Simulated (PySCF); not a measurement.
A side-by-side comparison of computed properties.

First species: CH₂S.
SMILES: `S=C`

Second species: C6H8O2.
InChI=1S/C6H8O2/c1-7-4-6-2-3-8-5-6/h2-3,5H,4H2,1H3

Levels: CAM-B3LYP/def2-SVPD for dipole moment, HOMO energy, LUMO energy, HOMO–LUMO gap, static isotropic polarisability and electronic spatial extent ⟨r²⟩ about the centre of nuclear charge; TDDFT CAM-B3LYP/def2-SVPD for lowest singlet excitation; TDA CAM-B3LYP/def2-SVPD for lowest triplet excitation (Tamm–Dancoff); GFN2-xTB for rotational constant A and rotational constant C. Geometries: GFN2-xTB. All species are isolated and taken at one optimised geometry, non-relativistic unless stated; the electronic structure was computed with PySCF and density fitting.

Dipoles, sizes and rotational constants follow the conformer. The torsions of the flexible species, by atom-mapped SMILES:
- `[CH3:1][O:2][CH2:3][c:4]1[cH:5][cH:6][o:7][cH:8]1`: C1–O2–C3–C4 -65°, O2–C3–C4–C5 -56°

**Question.** Which of the two has the higher S1 energy, and by how much?

**Answer.** The second: 6.27 eV against 2.21 eV, a difference of 4.06 eV.

**Question.** Which has the higher static isotropic polarisability?

**Answer.** The second: 74.8 au against 33.6 au, a difference of 41.2 au.

**Question.** Which of the two has the higher rotational constant C, and by how much?

**Answer.** The first: 16.849 GHz against 1.252 GHz, a difference of 15.597 GHz.

**Question.** Which of the two has the higher rotational constant A, and by how much?

**Answer.** The first: 294.969 GHz against 4.861 GHz, a difference of 290.108 GHz.

**Question.** Which has the higher dipole moment?

**Answer.** The first: 1.82 D against 0.72 D, a difference of 1.10 D.

**Question.** Which of the two has the higher T1 energy, and by how much?

**Answer.** The second: 4.08 eV against 1.67 eV, a difference of 2.41 eV.

**Question.** Which of the two has the higher LUMO energy, and by how much?

**Answer.** The second: 1.17 eV against -1.44 eV, a difference of 2.61 eV.

**Question.** Which has the higher ⟨r²⟩?

**Answer.** The second: 1010 bohr² against 109 bohr², a difference of 901 bohr².

On the first: The 8 singlets span 2.21 to 8.29 eV, and their oscillator strengths add up to 0.38. The principal polarisabilities are 25.9, 30.6 and 44.4 au; their mean is the isotropic value.

On the second: The polarisability is 11.08 Å³ as a volume (1 au = 0.148185 Å³), or 1.25 au for each of the 60 electrons. The 8 singlets span 6.27 to 7.77 eV, and their oscillator strengths add up to 0.27.
